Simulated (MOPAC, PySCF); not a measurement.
H₄Si, SMILES `[SiH4]`, neutral singlet in the gas phase. 

Z-matrix (Å, degrees):
```
Si
H 1 1.4847
H 1 1.4847 2 109.47
H 1 1.4847 2 109.47 3 -120.00
H 1 1.4847 2 109.47 4 -120.00
```
Charge 0, spin multiplicity 1.

All levels are single points at this geometry (PBE0-D3(BJ)/def2-TZVP); Pople sets use spherical d functions. Orbital energies aren't observables, and empty levels follow the basis.

PBE-D3(BJ)/def2-TZVP in PySCF gives dipole (D) = 0.00.

Task: Estimate the dipole (D) from each of these levels: PBE0-D3(BJ)/def2-TZVP in PySCF; B3LYP/LANL2DZ in PySCF; M06-2X/6-31G* in PySCF; SVWN5/6-31G* in PySCF; HF/3-21G in PySCF; HF/6-31G* in PySCF; HF/STO-3G in PySCF; PM6 in MOPAC.

Result: 
| level | dipole (D) |
|---|---|
| PBE0-D3(BJ)/def2-TZVP in PySCF | 0.00 |
| B3LYP/LANL2DZ in PySCF | 0.00 |
| M06-2X/6-31G* in PySCF | 0.00 |
| SVWN5/6-31G* in PySCF | 0.00 |
| HF/3-21G in PySCF | 0.00 |
| HF/6-31G* in PySCF | 0.00 |
| HF/STO-3G in PySCF | 0.00 |
| PM6 in MOPAC | 0.00 |
